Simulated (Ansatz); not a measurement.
# MgH2O2: one species, many methods

One table from this session's results is given with a row withheld; the runs are named, their logs left out.

Method: functionals in def2-TZVPP, the program's frozen cores in correlated methods; program: Ansatz 0.2.0, Gaussian basis.

Levels to be run: LDA (SPW92), PBE-D4, revPBE-D4, BLYP-D4, r2SCAN-D4, B97M-V, PBE0-D4, B3LYP-D4, r2SCANh-D4, r2SCAN0-D4, HSE06-D4, BHLYP-D4, CAM-B3LYP-D4, LC-ωPBE, ωB97X-V, ωB97M-V, B2PLYP, PBE-QIDH; CCSD(T)/def2-SVP; CCSD(T)/def2-TZVPP; CCSD(T)/def2-QZVPP; extrapolation to the limit; RPA on PBE.

**The geometry**

An earlier PBE0-D4 in a triple-zeta def2 set relaxation fixed the geometry.

SMILES `[OH][Mg][OH]`, 5 atoms, charge 0, spin multiplicity 1.

Atoms are counted from 1 here; the program's logs count them from 0.

Bond lengths: O1–Mg2 1.766 Å, O1–H4 0.948 Å, Mg2–O3 1.766 Å, O3–H5 0.948 Å. Angles: Mg2–O1–H4 155.7°, O1–Mg2–O3 179.8°, Mg2–O3–H5 155.7°.

Coordinates:

```xyz
5
H2MgO2
O    -1.62013   -0.04560   -0.68772
Mg    0.01018   -0.01751   -0.00865
O     1.64114    0.00319    0.66911
H    -2.56510   -0.11187   -0.66232
H     2.58380    0.09809    0.64818
```

The first run:

The input, in.yaml:

```yaml
crystal:
  periodic: [false, false, false]
  atoms:
    - {symbol: O, position_ang: [-1.620126, -0.045601, -0.687723]}
    - {symbol: Mg, position_ang: [0.010179, -0.017511, -0.008649]}
    - {symbol: O, position_ang: [1.641143, 0.003188, 0.669112]}
    - {symbol: H, position_ang: [-2.565097, -0.111867, -0.662323]}
    - {symbol: H, position_ang: [2.583802, 0.098091, 0.648183]}
basis:
  gaussian: {orbitals: def2-TZVPP}
hamiltonian: {xc: lda}
output: {orbitals: {seedname: orbitals}}
```

Command:

```bash
$ ansatz run in.yaml --threads 4 --pin off --events-out ev --progress --plain --max-ram 10444MiB
```

Steps of the session up to this table: LDA; PBE-D4 (GGA); revPBE-D4 (GGA); BLYP-D4 (GGA); r2SCAN-D4 (meta-GGA); B97M-V (meta-GGA); PBE0-D4 (hybrid); B3LYP-D4 (hybrid); r2SCANh-D4 (hybrid); r2SCAN0-D4 (hybrid); HSE06-D4 (hybrid); BHLYP-D4 (hybrid); CAM-B3LYP-D4 (range-separated); LC-ωPBE (range-separated); ωB97X-V (range-separated); ωB97M-V (range-separated); B2PLYP (double hybrid); PBE-QIDH (double hybrid).

One of the session's tables, all rows but one given; the rest of the session is left out.

It belongs to the step «Orbital energies across the functionals». 

| functional | HOMO (eV) | gap (eV) |
| --- | --- | --- |
| LDA (SPW92) | -6.49 | 4.52 |
| PBE-D4 | -6.26 | 4.47 |
| revPBE-D4 | -6.17 | 4.51 |
| BLYP-D4 | -6.19 | 4.36 |
| r2SCAN-D4 | -6.58 | 5.34 |
| B97M-V | -6.61 | 4.89 |
| PBE0-D4 | -7.89 | 6.85 |
| B3LYP-D4 | -7.65 | 6.26 |
| r2SCANh-D4 | -7.20 | 6.18 |
| r2SCAN0-D4 | -8.14 | 7.44 |
| HSE06-D4 | ? | ? |
| BHLYP-D4 | -9.51 | 8.98 |
| CAM-B3LYP-D4 | -9.46 | 9.08 |
| LC-ωPBE | -10.85 | 11.65 |
| ωB97X-V | -10.47 | 11.09 |
| ωB97M-V | -10.42 | 10.63 |

Q: Estimate the row for HSE06-D4 from the others.

The run gave: HOMO (eV): -7.48; gap (eV): 6.08. In the column «HOMO (eV)» it lies between B3LYP-D4 (-7.65) and r2SCANh-D4 (-7.20).
